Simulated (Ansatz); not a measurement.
C2H7NO can be A, `CC(N)O`, or B, `NCCO`.

Program: Ansatz. Geometries: PBE0-D4/def2-TZVP. ΔE: electronic, gas phase. CBS: MP2 limit from def2 TZ/QZ plus the TZ coupled-cluster correction, frozen cores. This one scheme is used for every species. DFT in def2-TZVPP. B3LYP here is the variant with VWN-RPA as its local correlation; programs differ in this. Each species was taken in one conformer, which may not be the lowest.

A:

Z-matrix (Å, degrees):
```
C
C 1 1.510
H 1 1.090 2 110.4
H 1 1.090 2 110.2 3 121.1
H 1 1.093 2 109.7 3 -119.0
N 2 1.435 1 110.4 3 -179.5
O 2 1.426 1 106.0 3 55.8
H 2 1.098 1 109.8 3 -61.9
H 6 1.012 2 112.1 1 175.4
H 6 1.013 2 110.5 1 -63.8
H 7 0.961 2 108.3 1 -175.5
```

B:

Z-matrix (Å, degrees):
```
C
C 1 1.507
N 1 1.452 2 109.8
H 1 1.102 2 108.1 3 125.1
H 1 1.095 2 108.2 3 -119.0
O 2 1.418 1 107.7 3 -64.9
H 2 1.098 1 109.7 3 174.4
H 2 1.097 1 109.0 3 55.4
H 3 1.013 1 108.8 2 58.0
H 3 1.012 1 110.8 2 175.8
H 6 0.959 2 108.8 1 167.1
```

Which is lower in electronic energy at CCSD(T)/CBS, and by how much? (Best estimate.)

Computed: A, by 8.5 kcal/mol.

Give E(B) − E(A) in kcal/mol with BLYP-D4, LDA (SPW92), MP2/def2-TZVPP, B3LYP-D4, CCSD/def2-TZVPP, B3LYP, HF/def2-TZVPP. (Best estimate.)

The calculation gave: BLYP-D4 8.5, LDA (SPW92) 9.5, MP2/def2-TZVPP 8.9, B3LYP-D4 8.4, CCSD/def2-TZVPP 8.3, B3LYP 8.3, HF/def2-TZVPP 7.7. None reverses the order clearly.

Does the order hold for the free energy at 298.15 K (harmonic terms from PBE0-D4)? (Best estimate.)

Computed: Yes: G(B) − G(A) = +8.8 kcal/mol, for one conformer each.

Largest T1 diagnostic: 0.010.

In def2-TZVPP, CCSD(T) changes the Hartree–Fock value by +0.8 kcal/mol (the triples alone add +0.3 kcal/mol) and MP2 by +1.1 kcal/mol. Leaving LDA and LC-ωPBE aside and taking each functional with its dispersion term where it has one, the values, not all of them listed here, spread over 1.1 kcal/mol, from BHLYP-D4 to r2SCAN-D4. LDA lies +0.8 kcal/mol from PBE without D4.
